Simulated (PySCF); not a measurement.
## P2: energy against distance

Set-up: basis P def2-SVP; no relativity; PySCF 2.14. Energies in eV from P + P in their ground configurations at the same level. State: ¹Σg⁺ (singlet), closed shell.

Curves on a restricted Hartree–Fock reference rise too fast on stretching and do not dissociate correctly.

```tsv
R (Å)	RHF
1.628	0.392
1.704	-0.689
1.779	-1.240
1.836	-1.392
1.893	-1.372
1.950	-1.218
2.026	-0.855
2.120	-0.225
2.234	0.685
2.385	2.010
```

Q: Put a parabola through the three lowest points of the RHF curve and estimate Re, k and ωe (reduced mass 15.49 u; 1 eV/Å² = 0.16022 mdyn/Å; ωe = 1302.8·√(k/μ) cm⁻¹).

A: Through R = 1.779, 1.836, 1.893 Å the second-order coefficient is 26.5 eV/Å², so Re ≈ 1.858 Å, k ≈ 8.48 mdyn/Å and ωe ≈ 964 cm⁻¹. A polynomial fit of higher order to the unrounded RHF energies gives Re = 1.857 Å, k = 7.79 mdyn/Å, ωe = 924 cm⁻¹; anharmonicity and rounding make the difference.

The higher-order fit for each curve: RHF: Re = 1.857 Å, ωe = 924 cm⁻¹, De = 1.40 eV.

Where the molecule has an RHF reference, its open-shell atoms are computed with UHF. Hartree–Fock leaves out correlation, which carries a large part of most bond energies and some tenths to 1 eV of ionisation energies.
